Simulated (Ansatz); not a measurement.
# CH₂O (SMILES C=O): single points off equilibrium

An exercise on one series of results from a longer session: the logs are not shown, and one member is left open.

The runs use Ansatz 0.2.0, Gaussian basis; single points in def2-TZVPP.

Correlated methods freeze the cores.

## The starting structure

SMILES `C=O`, 4 atoms, charge 0, spin multiplicity 1.

Atoms are counted from 1 here; the program's logs count them from 0.

Bond lengths: C1–O2 1.169 Å, C1–H3 1.135 Å, C1–H4 1.121 Å. Angles: O2–C1–H3 125.1°, O2–C1–H4 125.1°, H3–C1–H4 109.5°.

Coordinates:

```xyz
4
CH2O
C    -0.0052   -0.0061    0.0501
O     0.6917    0.5287    0.8217
H    -0.5746    0.5114   -0.7843
H    -0.1387   -1.1162   -0.0371
```

Set-up of the first run:

File run/in.yaml:

```yaml
crystal:
  periodic: [false, false, false]
  atoms:
    - {symbol: C, position_ang: [-0.005200, -0.006100, 0.050100]}
    - {symbol: O, position_ang: [0.691700, 0.528700, 0.821700]}
    - {symbol: H, position_ang: [-0.574600, 0.511400, -0.784300]}
    - {symbol: H, position_ang: [-0.138700, -1.116200, -0.037100]}
basis:
  gaussian: {orbitals: def2-TZVPP}
correlation: {method: ccsd_t}
output: {forces: true}
```

The command line of these runs was not kept.

Steps of the session up to this table: CCSD(T)/def2-TZVPP; PBE0-D4/def2-TZVPP; wB97M-V/def2-TZVPP; r2SCAN-D4/def2-TZVPP; PBE-D4/def2-TZVPP; r2SCANh-D4/def2-TZVPP; revPBE-D4/def2-TZVPP.

One table of the session follows, with a row left open; its other results are not shown here.

```
    method  RMS force component (eV/Å)  angle to CCSD(T) forces (°)  dipole (D)
   CCSD(T)                       1.629                    reference        2.12
   PBE0-D4                       1.159                          5.2        2.17
   wB97M-V                       1.259                          4.9        2.19
 r2SCAN-D4                       1.251                          3.3        2.09
    PBE-D4                       1.486                          7.4        1.98
r2SCANh-D4                       1.161                          5.3        2.15
 revPBE-D4                           ?                            ?           ?
```

**Question.** Estimate the row for revPBE-D4.

The run gave: RMS force component (eV/Å): 1.584; angle to CCSD(T) forces (°): 8.2; dipole (D): 1.95. In the column «RMS force component (eV/Å)» it lies between PBE-D4 (1.486) and CCSD(T) (1.629).
